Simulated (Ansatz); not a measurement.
Basis-set series for C2H7Al, SMILES `C[CH2][AlH2]`. Charge 0, multiplicity 1. All single points use the PBE0-D4/def2-TZVP geometry.

```csv
functional,basis,functions,energy (Eh),HOMO (eV),LUMO (eV)
PBE0-D4,def2-SVP,81,-322.48063,-7.53,-1.27
PBE0-D4,def2-QZVPP,394,-322.66538,-7.54,-1.34
ωB97M-V,def2-SVP,81,-322.61200,-9.73,0.39
ωB97M-V,def2-QZVPP,394,-322.80323,-9.76,0.07
```

Q: Give the rows for def2-TZVPP. (Best estimate.)

A: The calculation gave: 
| functional | basis | functions | energy (Eh) | HOMO (eV) | LUMO (eV) |
| --- | --- | --- | --- | --- | --- |
| PBE0-D4 | def2-TZVPP | 202 | -322.65291 | -7.54 | -1.30 |
| ωB97M-V | def2-TZVPP | 202 | -322.79098 | -9.76 | 0.26 |

Positive LUMOs are unbound and depend on the basis.

Computed with Ansatz.
